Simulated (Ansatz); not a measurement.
```yaml
crystal:
  periodic: [false, false, false]
  atoms:
    - {symbol: O, position_ang: [-0.395666, 0.090117, 1.455157]}
    - {symbol: S, position_ang: [-0.031106, -0.067995, 0.009729]}
    - {symbol: O, position_ang: [0.875516, -0.836701, -0.582938]}
    - {symbol: F, position_ang: [-1.369363, -0.520565, -0.751908]}
    - {symbol: Cl, position_ang: [0.319276, 1.515824, -0.624852]}
basis:
  gaussian: {orbitals: "6-311G**", point_charges: [{charge: 1.00, position_ang: [3.419, 0.387, 0.768]}]}
total_charge: -1
magnetization: {spin_polarized: true, initial_magnetization: 1}
hamiltonian: {xc: {name: wPBEh}}
```

```sh
$ ansatz run in.yaml --threads 4 --pin off --events-out ev --progress --plain --max-ram 10444MiB
```

Question: How does Ansatz answer? (Best estimate.)

Answer: Computed: The input was rejected before any iteration.
```
Error: <dir> can't be read: No such file or directory (os error 2)
```
